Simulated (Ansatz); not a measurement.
# CH₅AlN+ (SMILES C=[NH+][AlH2]): one structure at several levels

One table from this session's results is given with a row withheld; the runs are named, their logs left out.

Method: single points in def2-TZVPP; program: Ansatz 0.2.0, Gaussian basis.

Correlated methods freeze the cores.

## Starting geometry

SMILES `C=[NH+][AlH2]`, 8 atoms, charge 1, spin multiplicity 1.

Atoms are counted from 1 here; the program's logs count them from 0.

Bond lengths: C1–N2 1.227 Å, C1–H4 1.073 Å, C1–H5 1.082 Å, N2–Al3 2.000 Å, N2–H6 1.029 Å, Al3–H7 1.538 Å, Al3–H8 1.513 Å. Angles: N2–C1–H4 124.7°, N2–C1–H5 122.1°, H4–C1–H5 113.1°, C1–N2–Al3 116.6°, C1–N2–H6 117.9°, Al3–N2–H6 125.5°, N2–Al3–H7 118.7°, N2–Al3–H8 109.7°, H7–Al3–H8 131.5°.

Geometry (Å):

```
C    -0.63290    0.87970   -0.69530
N    -0.43100    0.39530    0.41390
Al    0.84990   -1.13870    0.50150
H    -1.25750    1.73170   -0.88530
H    -0.13940    0.50830   -1.58400
H    -0.92200    0.81140    1.21720
H     1.15410   -1.77000    1.87070
H     1.37520   -1.44550   -0.88430
```

Set-up of the first run:

Contents of run/in.yaml:

```yaml
crystal:
  periodic: [false, false, false]
  atoms:
    - {symbol: C, position_ang: [-0.632900, 0.879700, -0.695300]}
    - {symbol: N, position_ang: [-0.431000, 0.395300, 0.413900]}
    - {symbol: Al, position_ang: [0.849900, -1.138700, 0.501500]}
    - {symbol: H, position_ang: [-1.257500, 1.731700, -0.885300]}
    - {symbol: H, position_ang: [-0.139400, 0.508300, -1.584000]}
    - {symbol: H, position_ang: [-0.922000, 0.811400, 1.217200]}
    - {symbol: H, position_ang: [1.154100, -1.770000, 1.870700]}
    - {symbol: H, position_ang: [1.375200, -1.445500, -0.884300]}
basis:
  gaussian: {orbitals: def2-TZVPP}
total_charge: 1
correlation: {method: ccsd_t}
output: {forces: true}
```

The command line of these runs was not kept.

Steps of the session up to this table: CCSD(T)/def2-TZVPP; PBE0-D4/def2-TZVPP; wB97M-V/def2-TZVPP; r2SCAN-D4/def2-TZVPP; PBE-D4/def2-TZVPP; CAM-B3LYP-D4/def2-TZVPP; revPBE-D4/def2-TZVPP.

One table of the session follows, with a row left open; its other results are not shown here.

| method | RMS force component (eV/Å) | angle to CCSD(T) forces (°) |
| --- | --- | --- |
| CCSD(T) | 1.389 | reference |
| PBE0-D4 | 1.133 | 4.7 |
| wB97M-V | 1.175 | 2.3 |
| r2SCAN-D4 | 1.194 | 3.5 |
| PBE-D4 | 1.260 | 6.9 |
| CAM-B3LYP-D4 | 1.103 | 3.9 |
| revPBE-D4 | ? | ? |

Q: Estimate the row for revPBE-D4 from the others.

**Answer.** RMS force component (eV/Å): 1.325; angle to CCSD(T) forces (°): 6.3. In the column «RMS force component (eV/Å)» it lies between PBE-D4 (1.260) and CCSD(T) (1.389).
